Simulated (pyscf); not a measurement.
Structures and frequencies: ωB97X-D3(BJ)/def2-SVP in PySCF.

### Question
For the elementary gas-phase step H₂B–Cl (SMILES BCl) + CH₄ (SMILES C) → H₃C–BH–Cl (SMILES CBCl) + H₂ (SMILES [H][H]) (singlet surface; B–H, C–H broken, B–C, H–H formed), what barrier and reaction energy does ωB97M-D3(BJ)/def2-TZVP give, measured from the separated reactants?

### Answer
ΔE‡ = 120.7 kJ/mol, ΔE = +11.5 kJ/mol. Zero-point energy shifts the barrier by +6.3 kJ/mol. It is a four-centre exchange, with an imaginary mode of 1168i cm⁻¹. At the saddle there is also a short B–H contact that neither side keeps. This is the saddle that the search found; another between the same sides may lie lower.
